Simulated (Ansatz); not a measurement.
For wurtzite GaN, revPBE (Ansatz, a quantum-chemistry and plane-wave program, PAW) gives:

```
Quantity                              Result
------------------------------  ------------
equilibrium lattice constant a       3.237 Å
c axis length                        5.272 Å
cohesive energy                 4.01 eV/atom
```

Problem. What does HSE06-D3(BJ) in Ansatz (PAW) give for the same quantities?

Solution. 
- lattice constant a: 3.162 Å (drops by 2.3 %)
- lattice parameter c: 5.140 Å (falls by 2.5 %)
- cohesive energy: 4.64 eV/atom (rises by 0.63 eV/atom)

For comparison: lattice constant a 3.189 Å (measured, room temperature, no zero-point or thermal correction; as tabulated in Lucero et al. (2012), arXiv:1111.4515); lattice parameter c 5.185 Å (measured, room temperature, no zero-point or thermal correction; as tabulated in Lucero et al. (2012), arXiv:1111.4515); cohesive energy 4.53 eV/atom (measured, temperature not stated, not corrected to a static lattice; as tabulated in Zoroddu et al. (2001), arXiv:cond-mat/0011434).

Changes are worked out from the printed values.

Unless a cell is named, each level is at its own relaxed cell (revPBE 11.96, HSE06-D3(BJ) 11.12 Å³/atom).

Ansatz's density-functional and Hartree–Fock values are scalar-relativistic unless marked +SOC, with PAW data made under PBE.
